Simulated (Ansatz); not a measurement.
# AlBH4 (singlet): from Hartree-Fock to the top rungs at distance B1–Al2 = 2.372 Å, cc-pVDZ

The task here is to estimate one member of a computed series from the others.

Computed with Ansatz 0.2.0, Gaussian basis. Level: cc-pVDZ, core rule «outside noble gas», up to 6 orbitals frozen.

Plan: UHF; CCSD(T) on RHF; BCCD(T) on RHF; CISD; CCSDT(Q) on RHF; CCSDTQ on RHF; CASSCF and MRCISD+Q, 2 electrons in 2 orbitals; CASSCF and NEVPT2, 2 electrons in 2 orbitals.

8 further runs of the same task are left out: 8 for a known fault of the program.

## What is computed

The geometry derives from a PBE0/def2-TZVP stationary point (not a proven minimum). One bond is set to the value named and the two fragments are kept rigid.

6 atoms, charge 0, spin multiplicity 1.

Atoms are counted from 1 here; the program's logs count them from 0.

Bond lengths: B1–Al2 2.372 Å, B1–H3 1.199 Å, B1–H4 1.199 Å, Al2–H5 1.593 Å, Al2–H6 1.593 Å. Angles: Al2–B1–H3 122.4°, Al2–B1–H4 122.4°, H3–B1–H4 115.2°, B1–Al2–H5 121.6°, B1–Al2–H6 121.6°, H5–Al2–H6 116.8°.

Set-up of the first run:

in.yaml reads:

```yaml
crystal:
  periodic: [false, false, false]
  atoms:
    - {symbol: B, position_ang: [0.000000, 0.000000, 1.653803]}
    - {symbol: Al, position_ang: [0.000000, 0.000000, -0.718197]}
    - {symbol: H, position_ang: [0.000000, 1.012208, 2.296617]}
    - {symbol: H, position_ang: [0.000000, -1.012208, 2.296617]}
    - {symbol: H, position_ang: [0.000000, 1.356810, -1.553115]}
    - {symbol: H, position_ang: [0.000000, -1.356810, -1.553115]}
basis:
  gaussian: {orbitals: cc-pVDZ}
magnetization: {spin_polarized: true, initial_magnetization: 0}
hamiltonian: {xc: hf}
output: {orbitals: {seedname: orbitals}}
```

The run is started by

```bash
> ansatz run in.yaml --threads 1 --pin off --events-out ev --progress --plain --max-ram 4096MiB --backend cpu
```

Steps of the session up to this table: UHF; CCSD(T) on RHF; BCCD(T) on RHF; CISD; CCSDT(Q) on RHF; CCSDTQ on RHF; CASSCF and MRCISD+Q, 2 electrons in 2 orbitals; CASSCF and NEVPT2, 2 electrons in 2 orbitals.

One table of the session follows, with a row left open; its other results are not shown here.

It belongs to the step «Misses and costs». 

```
       method  from RCCSDTQ (kJ/mol)
          RHF                      ?
         RMP2                 +118.8
         CISD                  +48.1
        RCCSD                  +12.2
     RCCSD(T)                   +2.8
      BCCD(T)                   +2.8
       RCCSDT                   +0.5
    RCCSDT(Q)                   +0.1
      RCCSDTQ                      0
  CASSCF pair                 +474.6
  NEVPT2 pair                 +120.3
  MRCISD pair                  +41.8
MRCISD+Q pair                   +0.8
```

Estimate the missing values for RHF.

**Answer.** from RCCSDTQ (kJ/mol): +509.4. In the column «from RCCSDTQ (kJ/mol)» it is the highest.
